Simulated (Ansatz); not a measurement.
# CH3NO, SMILES NC=O: the interaction energy of a dimer with the counterpoise correction

With the Python package of Ansatz (0.2.0).

Run as a notebook:

**Cell 1**
```python
import ansatz as az
```

**Cell 2**
```python
FIRST = [
    ("N", (0.1675, -0.6301, -0.322)),
    ("C", (-0.1311, 0.5725, 0.3276)),
    ("O", (-1.2722, 0.9084, 0.6937)),
    ("H", (-0.5866, -1.1916, -0.5235)),
    ("H", (1.0447, -0.858, -0.6611)),
    ("H", (0.7779, 1.1989, 0.4854)),
]
SECOND = [
    ("N", (-2.0896, 1.5106, -3.6476)),
    ("C", (-1.3061, 0.8714, -2.6806)),
    ("O", (-0.3349, 1.3954, -2.1052)),
    ("H", (-1.8059, 2.3959, -3.8931)),
    ("H", (-2.8032, 1.0779, -4.1375)),
    ("H", (-1.6567, -0.1679, -2.4792)),
]

def energy(atoms, ghosts=()):
    molecule = az.Crystal.molecule()
    for symbol, xyz in atoms:
        molecule = molecule.atom(symbol, xyz)
    calc = (
        molecule.calculation()
        .basis(gaussian="cc-pVDZ")
        .correlation("mp2")
        .accuracy("high")
        .scf(lower_state_search="light")
    )
    deck = calc.input()
    if ghosts:
        deck = deck.set(az.key.basis.gaussian.ghost_atoms, [{"symbol": s, "position_ang": list(xyz)} for s, xyz in ghosts])
    return az.Session.from_dict(deck).plan().execute().report["free_energy_ev"]
```

**Cell 3**
```python
both = energy(FIRST + SECOND)
alone = energy(FIRST) + energy(SECOND)
ghosted = energy(FIRST, SECOND) + energy(SECOND, FIRST)
print(f"dimer {both:.6f} eV")
print(f"interaction, uncorrected   {23.060548 * (both - alone):8.3f} kcal/mol")
print(f"interaction, counterpoise  {23.060548 * (both - ghosted):8.3f} kcal/mol")
print(f"basis-set superposition    {23.060548 * (alone - ghosted):8.3f} kcal/mol")
```
Output:
```text
dimer -9220.505138 eV
interaction, uncorrected      0.938 kcal/mol
interaction, counterpoise     5.166 kcal/mol
basis-set superposition       4.229 kcal/mol
```

Uncorrected it is 0.938 kcal/mol, with the counterpoise correction 5.166 kcal/mol; the difference, 4.23 kcal/mol, is the superposition error. In this basis both values are repulsive.

These settings explore the input space; basis and method may be short of convergence. The dimer is a generated trial pose of unrelaxed monomers, not a minimum, so the figure is no binding energy, and the basis set is small. Wall time of the script: 19 s on 1 thread of Intel(R) Xeon(R) 6975P-C (Granite Rapids), on a shared host, peak memory 0.45 GiB.

(Lines on the test bed's own set-up are left out of the output.)
